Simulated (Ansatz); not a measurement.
# BH3Cl (doublet): the correlation ladder at distance Cl1–H2 along a hydrogen transfer = 1.372 Å, cc-pVDZ

How much of the correlation energy of BH3Cl (doublet) does each wave-function method recover here?

Computed with Ansatz 0.2.0, Gaussian basis. Level: cc-pVDZ, correlated electrons: outside noble gas.

The runs, in order: UHF; CCSD(T) on ROHF; CCSD(T) on UHF; BCCD(T) on ROHF; CISD; CCSDT(Q) on ROHF; CCSDT(Q) on UHF; CASSCF and MRCISD+Q, 3 electrons in 3 orbitals; CASSCF and NEVPT2, 3 electrons in 3 orbitals.

## (1) The system

The geometry derives from fragments relaxed apart (PBE0/def2-TZVP) and kept rigid, so it is no stationary point. A hydrogen atom is moved between rigid fragments.

5 atoms, charge 0, spin multiplicity 2.

Atoms are counted from 1 here; the program's logs count them from 0.

Bond lengths: Cl1–H2 1.372 Å, B3–H4 1.191 Å, B3–H5 1.191 Å. Angles: H4–B3–H5 129.4°.

In the tables R marks a restricted open-shell determinant and U an unrestricted one; 'pair' is the active space of 3 electrons in 3 orbitals; correlation energies count from the lowest restricted Hartree-Fock solution.

## (2) UHF

in.yaml reads:

```yaml
crystal:
  periodic: [false, false, false]
  atoms:
    - {symbol: Cl, position_ang: [-0.856157, 0.000000, 0.000000]}
    - {symbol: H, position_ang: [0.515843, 0.000000, 0.000000]}
    - {symbol: B, position_ang: [2.245843, 0.000000, 0.000000]}
    - {symbol: H, position_ang: [2.754916, 0.000000, 1.077008]}
    - {symbol: H, position_ang: [2.754916, 0.000000, -1.077008]}
basis:
  gaussian: {orbitals: cc-pVDZ}
magnetization: {spin_polarized: true, initial_magnetization: 1}
hamiltonian: {xc: hf}
output: {orbitals: {seedname: orbitals}}
```

Started as:

```sh
> ansatz run in.yaml --threads 1 --pin off --events-out ev --progress --plain --max-ram 2393MiB
```

After this run come: CCSD(T) on ROHF; CCSD(T) on UHF; BCCD(T) on ROHF; CISD; CCSDT(Q) on ROHF; CCSDT(Q) on UHF; CASSCF and MRCISD+Q, 3 electrons in 3 orbitals; CASSCF and NEVPT2, 3 electrons in 3 orbitals.

**Question.** What will the summary of the whole plan be? Wanted: correlation energy, UCCSDT(Q); RMP2 from UCCSDT(Q); UMP2 from UCCSDT(Q); RCCSD from UCCSDT(Q); RCCSD(T) from UCCSDT(Q); UCCSD(T) from UCCSDT(Q); RCCSDT(Q) from UCCSDT(Q); NEVPT2 pair from UCCSDT(Q); MRCISD+Q pair from UCCSDT(Q).

The runs gave:

```
                                      quantity                                                                  value
                 correlation energy, UCCSDT(Q)                                                             -7.2274 eV
                           RMP2 from UCCSDT(Q)                                                          +107.7 kJ/mol
                           UMP2 from UCCSDT(Q)                                                          +108.3 kJ/mol
                          RCCSD from UCCSDT(Q)                                                           +14.9 kJ/mol
                       RCCSD(T) from UCCSDT(Q)                                                            +2.8 kJ/mol
                       UCCSD(T) from UCCSDT(Q)                                                            +2.8 kJ/mol
                      RCCSDT(Q) from UCCSDT(Q)                                                             0.0 kJ/mol
                    NEVPT2 pair from UCCSDT(Q)                                                          +105.3 kJ/mol
                  MRCISD+Q pair from UCCSDT(Q)                                                            +3.7 kJ/mol
levels of the table within 1 kcal/mol (43 meV)  RCCSD(T), UCCSD(T), BCCD(T), RCCSDT, UCCSDT, RCCSDT(Q), MRCISD+Q pair
                                 T1 diagnostic                                                                  0.016
```

In words: RCCSD(T) misses by +2.8 kJ/mol, 0.4 % of the correlation energy. Of the multireference levels listed MRCISD+Q pair comes nearest in total energy (+3.7 kJ/mol), which doesn't show that its space is the better one. These misses are within one basis, not against nature; the frozen cores of restricted and unrestricted runs differ, which can shift their rows.
